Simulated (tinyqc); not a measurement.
Coupled-perturbed Hartree-Fock on RHF in the sto-6g basis, for BH2+, spin multiplicity 1, step by step. One step of it, computed by the program tinyqc.

Problem. Response to a field: uncoupled start. Field along y; U_ai = -mu_ai / (e_a - e_i), alpha = -4 sum U_ai mu_ai.

orbital energies (hartree): MO1 -8.016818, MO2 -0.920573, MO3 -0.774681, MO4 -0.221174, MO5 -0.151065, MO6 0.115471, MO7 0.210591

dipole integrals <a|y|i> (bohr):
```
           i1         i2        i3
a4  -0.000326  -0.000586  0.424597
a5   0.000000   0.000000  0.000000
a6  -0.011870   0.026825  1.168352
a7   0.097717  -0.505036  0.121766
```

Give: uncoupled U; uncoupled polarisability.

Solution.

uncoupled U:
```
         i1       i2       i3
a4   0.0000   0.0008  -0.7671
a5   0.0000   0.0000   0.0000
a6   0.0015  -0.0259  -1.3125
a7  -0.0119   0.4465  -0.1236
```

uncoupled polarisability = 8.4065 bohr^3
